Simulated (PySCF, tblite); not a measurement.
A complex of formaldehyde and methanol

A gas-phase complex of formaldehyde and methanol; neutral, singlet. The structure comes from a short search (6 tight-binding starts) and was relaxed by PBE0-D3(BJ)/def2-SVPD; another way of binding may lie lower. No frequency run checks that it is a minimum.

Parts: 1 = formaldehyde (C=O), atoms 1–4; 2 = methanol (CO), atoms 5–10.

| atom | part | x (Å) | y (Å) | z (Å) |
| --- | --- | --- | --- | --- |
| C1 | 1 | 0.168 | -0.234 | 0.129 |
| O2 | 1 | 1.140 | -0.865 | 0.456 |
| H3 | 1 | -0.355 | -0.434 | -0.832 |
| H4 | 1 | -0.243 | 0.572 | 0.777 |
| C5 | 2 | 2.359 | 0.704 | 3.753 |
| O6 | 2 | 1.237 | 0.418 | 2.965 |
| H7 | 2 | 2.030 | 1.336 | 4.589 |
| H8 | 2 | 2.817 | -0.208 | 4.178 |
| H9 | 2 | 3.137 | 1.256 | 3.195 |
| H10 | 2 | 1.487 | -0.155 | 2.226 |

Contacts between parts, classed by geometry: H10···O2 1.938 Å (hydrogen bond, 150°).

Interaction energies are complex less parts, with the parts frozen as they stand in it; counterpoise-corrected, in kcal/mol (PySCF).

How strongly do the parts interact, level by level?


| level | interaction | superposition error removed |
| --- | --- | --- |
| wB97M-D3(BJ)/def2-TZVPD | -5.30 | -0.07 |
| PBE0-D3(BJ)/def2-TZVPD | -5.46 | -0.06 |

What holds them together? Decompose the wB97M-D3(BJ)/def2-TZVPD energy: frozen parts, their antisymmetrised product, then relaxation.

electrostatic -8.9, Pauli repulsion +8.0, orbital relaxation -3.4, dispersion correction -1.1 kcal/mol, which sum to the value before the counterpoise correction; the Pauli term holds the exchange-correlation of the frozen density too. Of the attraction, 66 % is electrostatic, 25 % is orbital relaxation, 8 % is dispersion correction.

The parts were also relaxed and run alone, at the levels used for the complex: shieldings by PBE0/pcSseg-2; core levels by delta-SCF with SCAN, pcX-2 on the ionised atom and pcseg-1 elsewhere, spin-free X2C.

Values alone: O6–H10 bond (Å): 0.960; shielding of H10 (ppm): 31.77; shielding of O2 (ppm): -448.9; shielding of O6 (ppm): 328.4; C5 1s core level (eV): 292.45; O6 1s core level (eV): 539.00.

How do these values change when the complex forms?


| property | alone | in the complex | change |
| --- | --- | --- | --- |
| O6–H10 bond (Å) | 0.960 | 0.968 | +0.008 |
| shielding of H10 (ppm) | 31.77 | 28.14 | -3.63 |
| shielding of O2 (ppm) | -448.9 | -408.0 | +40.9 |
| shielding of O6 (ppm) | 328.4 | 337.8 | +9.4 |
| C5 1s core level (eV) | 292.45 | 292.05 | -0.40 |
| O6 1s core level (eV) | 539.00 | 538.22 | -0.78 |
